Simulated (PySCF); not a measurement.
Broadened absorption spectrum of 1,2,4-thiadiazole

Species: 1,2,4-thiadiazole, C2H2N2S.
SMILES with atom numbers: `[cH:1]1[n:2][cH:3][s:4][n:5]1` (hydrogens: H6 on C1; H7 on C3)

The calculation used PySCF, TDDFT CAM-B3LYP/def2-SVPD, vertical, gas phase, core orbitals frozen in the response. Geometry: PBE0-D3(BJ)/def2-SVP; no solvent, vibrations or thermal averaging.

Computed states:

```tsv
state	E (eV)	f
S1	5.30	0.0012
S2	5.96	0.096
S3	6.15	0.0019
S4	6.35	0.0000
S5	6.70	0.037
S6	7.28	0.019
S7	7.29	0.0030
S8	7.49	0.0005
S9	7.87	0.0073
S10	7.87	0.031
```

Each state is given a Gaussian of 0.5 eV full width at half maximum, with ε(max) = 2.175×10⁸ f / Δν̃ (Δν̃ the width in cm⁻¹). The width is an assumption, not a result. The curve ends short of the highest state used, and states not computed would add to its high-energy end.

Question: Give the broadened spectrum and its maxima.

Answer: 
```json
{"E (eV)": "4.55", "ε (L mol⁻¹ cm⁻¹)": "0"}
{"E (eV)": "4.67", "ε (L mol⁻¹ cm⁻¹)": "1"}
{"E (eV)": "4.79", "ε (L mol⁻¹ cm⁻¹)": "4"}
{"E (eV)": "4.91", "ε (L mol⁻¹ cm⁻¹)": "12"}
{"E (eV)": "5.03", "ε (L mol⁻¹ cm⁻¹)": "29"}
{"E (eV)": "5.15", "ε (L mol⁻¹ cm⁻¹)": "54"}
{"E (eV)": "5.26", "ε (L mol⁻¹ cm⁻¹)": "87"}
{"E (eV)": "5.38", "ε (L mol⁻¹ cm⁻¹)": "183"}
{"E (eV)": "5.50", "ε (L mol⁻¹ cm⁻¹)": "527"}
{"E (eV)": "5.62", "ε (L mol⁻¹ cm⁻¹)": "1438"}
{"E (eV)": "5.74", "ε (L mol⁻¹ cm⁻¹)": "3018"}
{"E (eV)": "5.85", "ε (L mol⁻¹ cm⁻¹)": "4548"}
{"E (eV)": "5.97", "ε (L mol⁻¹ cm⁻¹)": "5262"}
{"E (eV)": "6.09", "ε (L mol⁻¹ cm⁻¹)": "4464"}
{"E (eV)": "6.21", "ε (L mol⁻¹ cm⁻¹)": "2868"}
{"E (eV)": "6.33", "ε (L mol⁻¹ cm⁻¹)": "1667"}
{"E (eV)": "6.45", "ε (L mol⁻¹ cm⁻¹)": "1402"}
{"E (eV)": "6.56", "ε (L mol⁻¹ cm⁻¹)": "1712"}
{"E (eV)": "6.68", "ε (L mol⁻¹ cm⁻¹)": "2012"}
{"E (eV)": "6.80", "ε (L mol⁻¹ cm⁻¹)": "1861"}
{"E (eV)": "6.92", "ε (L mol⁻¹ cm⁻¹)": "1435"}
{"E (eV)": "7.04", "ε (L mol⁻¹ cm⁻¹)": "1178"}
{"E (eV)": "7.15", "ε (L mol⁻¹ cm⁻¹)": "1212"}
{"E (eV)": "7.27", "ε (L mol⁻¹ cm⁻¹)": "1304"}
```

Maxima: 208 nm (5.97 eV), ε about 5300, made up of S2 (99%); 185 nm (6.70 eV), ε about 2000, made up of S5 (98%) (ε in L mol⁻¹ cm⁻¹; maxima over ε = 5, shares over 10%). At its high-energy end, 7.27 eV, the curve is still rising (ε about 1300, from S6 and S7).

Question: On this curve, what absorbance would a 10⁻⁵ mol/L sample give at 248 nm over a 1 cm path?

Answer: 248 nm is 4.999 eV, where ε is about 24 L mol⁻¹ cm⁻¹, so A = ε c l ≈ 0.00024 (Beer–Lambert, with the gas-phase spectrum and the assumed width).

Question: What would ε be at 5.97 eV, the highest of these maxima, with half the width (0.25 eV)?

Answer: About 10400 L mol⁻¹ cm⁻¹ against 5260, a factor of about 1.98; a lone state at its own centre would give exactly 2.

All these states lie below the vertical ionisation energy of 10.59 eV (ΔSCF).

Time: 39 s of wall time (grids of density and orbitals included); peak memory 0.57 GiB. Hardware: an Arm Neoverse V2 with one thread, shared host with 96 logical CPUs at a one-minute load of 24.
